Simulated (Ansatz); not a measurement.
## Yttrium, hcp: convergence with the plane-wave cutoff

Computed with Ansatz, PBE, scalar-relativistic PAW, on the relaxed cell (a = 3.654 Å, c = 5.699 Å (c/a = 1.560); spin not included). Errors count from a run at 420 eV on a Γ-centred 16×16×9 mesh with Fermi-Dirac smearing of 0.1 eV, extrapolated to zero width. Fixed here: mesh 10×10×6, Fermi-Dirac width 0.1 eV. The pressure holds a Pulay correction and is unreliable far below the recommended cutoff. The SCF starts from atomic densities corrected by a trained network.

| cutoff (eV) | E(σ→0) error (meV/atom) | P (GPa) | SCF iterations |
| --- | --- | --- | --- |
| 150 | 4141.7 | -0.27 | 6 |
| 200 | 648.3 | -0.07 | 6 |
| 250 | 75.8 | 0.06 | 6 |
| 300 | 5.2 | -0.02 | 6 |
| 350 | -0.4 | -0.01 | 6 |
| 420 | -0.6 | -0.01 | 6 |
| 500 | -0.8 | -0.01 | 6 |
| 600 | -0.8 | -0.01 | 6 |
| 800 | -0.8 | -0.01 | 6 |

Within 5 meV/atom of the last row: from 350 eV on.
